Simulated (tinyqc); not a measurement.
Inside a calculation. Method: Pariser-Parr-Pople SCF with singles CI, for the molecule C1=CC=C1 (SMILES; centres numbered as the heavy atoms are written). Computed by tinyqc, a small Python program that keeps every step. Settings: charge = 0, gamma = Ohno, start = huckel, damping = 0.3, iteration cap = 59, excitations kept = 9. Command: `OMP_NUM_THREADS=1 python tinyqc.py 23484 23485 out.jsonl` (the two numbers bound the seeds that draw the settings). One thread of a shared host (Intel(R) Xeon(R) Processor @ 2.60GHz), about 0.01 s of CPU time with the checks.

Centres (angstrom, eV; a flat drawing with bonds scaled to 1.40 angstrom):
```
centre          x          y  core charge z          W   gamma_rr
1C       0.990000   0.000000              1  12.030000  11.520000
2C       0.000000   0.990000              1  12.030000  11.520000
3C      -0.990000   0.000000              1  12.030000  11.520000
4C       0.000000  -0.990000              1  12.030000  11.520000
```

Resonance integrals (eV):
```
i  j       beta
1  2  -2.660000
2  3  -2.660000
3  4  -2.660000
4  1  -2.660000
```

Stop when output and input P, before any damping, agree to 1e-7.

Course of the cycle:
```
iteration        E (eV)  largest |P(out) - P(in)|
1          -54.52175643                  3.20e-02
2          -54.54990751                  3.09e-02
3          -54.58122550                  2.97e-02
4          -54.61366678                  3.00e-02
5          -54.64622686                  3.04e-02
6          -54.67809465                  3.13e-02
7          -54.70854823                  3.15e-02
8          -54.73699208                  3.12e-02
9          -54.76299628                  3.03e-02
10         -54.78630968                  2.91e-02
11         -54.80684790                  2.76e-02
...                 ...                       ...
49         -54.91215011                  5.31e-04
50         -54.91215577                  4.75e-04
51         -54.91216030                  4.25e-04
52         -54.91216394                  3.81e-04
53         -54.91216685                  3.41e-04
54         -54.91216918                  3.05e-04
55         -54.91217106                  2.73e-04
56         -54.91217255                  2.45e-04
57         -54.91217376                  2.19e-04
58         -54.91217472                  1.96e-04
59         -54.91217549                  1.75e-04
```

Can the last value be used, and what does the course show?

Not by the stop rule, although the second column moves by less than 1e-05 over the last three steps. Not converged within 59 iterations: the residual falls steadily but slowly, by a factor of about 0.90 a step. Reruns (cap 100 unless said): damping 0.5: not converged; damping 0: converged in 87 (E = -54.91218); the original settings with a cap of 400: converged in 127 (E = -54.91218).
